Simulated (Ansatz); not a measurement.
```yaml
crystal:
  periodic: [false, false, false]
  atoms:
    - {symbol: F, position_ang: [-1.295114, -0.309374, -0.383913]}
    - {symbol: Si, position_ang: [0.004136, 0.290433, 0.434356]}
    - {symbol: O, position_ang: [1.420450, -0.161383, -0.242283]}
    - {symbol: H, position_ang: [1.748700, 0.300299, -1.020888]}
basis:
  gaussian: {orbitals: def2-TZVP}
magnetization: {spin_polarized: true, initial_magnetization: 2}
hamiltonian: {xc: pbe0}
relax: {f_tol: 0.004, max_steps: 80}
```

```sh
$ ansatz run in.yaml --threads 1 --pin off --events-out ev --progress --plain --max-ram 2176MiB
```

Steps of the relaxation (energy above the last step; positions in Å, forces in eV/Å):

```
4
step 1, 56.5 meV
F    -1.295   -0.309   -0.384    0.750    0.452    0.714
Si    0.004    0.290    0.434   -1.043   -0.384   -0.838
O     1.420   -0.161   -0.242    0.442   -0.174   -0.048
H     1.749    0.300   -1.021   -0.149    0.105    0.172
```

```
4
step 2, 25.4 meV
F    -1.316   -0.316   -0.355    0.547    0.335    0.465
Si   -0.002    0.297    0.400   -0.765   -0.275   -0.539
O     1.417   -0.181   -0.260    0.357   -0.109   -0.068
H     1.778    0.320   -0.999   -0.139    0.049    0.142
```

```
4
step 3, 2.6 meV
F    -1.324   -0.314   -0.324   -0.232   -0.085   -0.081
Si   -0.013    0.297    0.358    0.179    0.112    0.050
O     1.422   -0.200   -0.272    0.077   -0.104    0.057
H     1.793    0.337   -0.976   -0.024    0.078   -0.026
```

```
4
step 10, 0.0 meV
F    -1.337   -0.315   -0.318   -0.001    0.000    0.000
Si   -0.009    0.299    0.346    0.001    0.000    0.000
O     1.432   -0.208   -0.271   -0.001    0.000    0.001
H     1.793    0.345   -0.970    0.000    0.001    0.000
```

Close pairs at the end: O3–H4 0.961 Å, F1–Si2 1.606 Å, Si2–O3 1.648 Å.

A stationary point of unrestricted PBE0 after 10 steps, with ⟨S²⟩ = 2.002 against 2.00 for a pure state; no frequencies were run, so it isn't proven a minimum. 35 s on 1 thread of Arm Neoverse V2, shared host.
